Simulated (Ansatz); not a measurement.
Run this with Ansatz 0.2.0 through its Python package and show what comes out.

The script, `run_energy.py`:
```python
"""Electronic structure of the C4H7F molecule."""

import warnings

import ansatz as az
import numpy as np
import pandas as pd
from rdkit import Chem
from rdkit.Chem import AllChem

warnings.simplefilter("ignore", az.DeckWarning)

# a force-field geometry from the SMILES
rd = Chem.AddHs(Chem.MolFromSmiles("FC1CCC1"))
AllChem.EmbedMolecule(rd, randomSeed=91)
AllChem.UFFOptimizeMolecule(rd)
molecule = az.Crystal.molecule()
for atom, xyz in zip(rd.GetAtoms(), rd.GetConformer().GetPositions()):
    molecule = molecule.atom(atom.GetSymbol(), xyz.round(5).tolist())

calc = molecule.calculation()
calc = calc.basis(gaussian="6-31G*")
calc = calc.functional("HF")
calc = calc.forces()
print(calc.to_yaml())
res = calc.run(threads=1, backend="cpu")
rep = res.report

for key in ("converged", "free_energy_ev", "reference_energy_ev", "n_frozen", "n_occupied", "n_virtual"):
    print(f"{key:22s} {rep[key]}")

symbols = [site.symbol for site in molecule.cartesian_sites]
forces = np.array(rep["forces_ev_ang"])
print("largest force", round(float(np.linalg.norm(forces, axis=1).max()), 4), "eV/A, rms", round(float(np.sqrt((forces ** 2).mean())), 4))

charges = rep["charge_distribution"]
table = pd.DataFrame({"atom": symbols, "mulliken": charges["mulliken_charges_e"], "lowdin": charges["lowdin_charges_e"]})
print(table.round(3).to_string())
print("dipole (e A):", np.round(charges["dipole_moment_e_ang"], 4) + 0.0)
```

Output of `python run_energy.py`:
```text
crystal:
  periodic: [false, false, false]
  atoms:
    - { symbol: F, position_ang: [1.236, -1.22479, 1.23826] }
    - { symbol: C, position_ang: [0.74206, -0.76063, 0.03037] }
    - { symbol: C, position_ang: [0.76339, 0.7588, -0.04836] }
    - { symbol: C, position_ang: [-0.75849, 0.77603, -0.07171] }
    - { symbol: C, position_ang: [-0.77925, -0.74405, 0.00496] }
    - { symbol: H, position_ang: [1.19688, -1.25884, -0.85342] }
    - { symbol: H, position_ang: [1.20774, 1.12871, -0.99818] }
    - { symbol: H, position_ang: [1.18179, 1.2371, 0.86439] }
    - { symbol: H, position_ang: [-1.19391, 1.25506, 0.83251] }
    - { symbol: H, position_ang: [-1.16699, 1.16129, -1.03159] }
    - { symbol: H, position_ang: [-1.23541, -1.11776, 0.94793] }
    - { symbol: H, position_ang: [-1.19381, -1.2109, -0.91517] }
basis:
  gaussian:
    orbitals: "6-31G*"
hamiltonian:
  xc: hf
output:
  forces: true

converged              True
free_energy_ev         -6937.242500854335
reference_energy_ev    -6937.242500854335
n_frozen               0
n_occupied             [20, 20]
n_virtual              [69, 69]
largest force 1.5661 eV/A, rms 0.703
   atom  mulliken  lowdin
0     F    -0.432  -0.101
1     C     0.293  -0.054
2     C    -0.380  -0.246
3     C    -0.335  -0.232
4     C    -0.380  -0.246
5     H     0.163   0.108
6     H     0.170   0.125
7     H     0.194   0.138
8     H     0.175   0.125
9     H     0.168   0.121
10    H     0.194   0.138
11    H     0.170   0.125
dipole (e A): [-0.1701  0.1632 -0.3201]
```

Notes:
- Total energies depend on the basis set; only differences at equal settings carry meaning.
- The geometry is a force-field or estimated start, not a minimum of this method, and the basis set is short of its limit.
- The Löwdin charges here are taken after orthogonalising the functions within each atom; they differ from plain Löwdin charges, and their signs can be unphysical.
- Hardware and time: 2.6 s on 1 thread of Arm Neoverse V2, with other jobs on the host, peak memory 0.3 GiB.

(Lines on the test bed's own set-up are left out of the output.)
